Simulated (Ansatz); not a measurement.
Rock-salt MgS was calculated with rVV10 (Ansatz, an electronic-structure program, PAW).

Settings: plane-wave cutoff 520 eV, 12×12×12 k mesh, Fermi–Dirac smearing 0.01 eV, scalar-relativistic PAW data made under PBE.

Pressure at four volumes; x = ln(V/17.977 Å³). One pressure is withheld.

| V (Å³/atom) | x | P (GPa) |
|---|---|---|
| 16.898 | -0.0619 | ? |
| 17.258 | -0.0408 | 3.30 |
| 17.977 | 0.0000 | 0.01 |
| 19.056 | 0.0583 | -3.83 |

Question: Pass a parabola P(x) through the three rows shown, estimate the bulk modulus and its pressure derivative near zero pressure, and predict the withheld pressure.

Answer: Slopes between the rows: (0.01 − (3.30))/(0.0000 − (-0.0408)) = -80.64 and (-3.83 − (0.01))/(0.0583 − (0.0000)) = -65.87 GPa. Their difference over the span 0.0991 is c = 14.77/0.0991 = 149.0 GPa, so P(x) = 3.30 + (-80.64)(x − (-0.0408)) + 149.0 (x − (-0.0408))(x − (0.0000)). At the middle row B = −dP/dx = −[-80.64 + 149.0 × 0.0408] = 74.6 GPa, and B′ = dB/dP = 2c/B = 4.0. At x = -0.0619 the parabola gives 5.20 GPa; the run gives 5.21 GPa. The Birch–Murnaghan fit to the energies at all volumes has B0 = 74.1 GPa and B′ = 4.1.

Measured, for comparison: bulk modulus 81 GPa (corrected for zero-point motion; as tabulated in Goldzak et al. (2022), arXiv:2208.04865). Computed (rounded) less measured: bulk modulus -9 %.
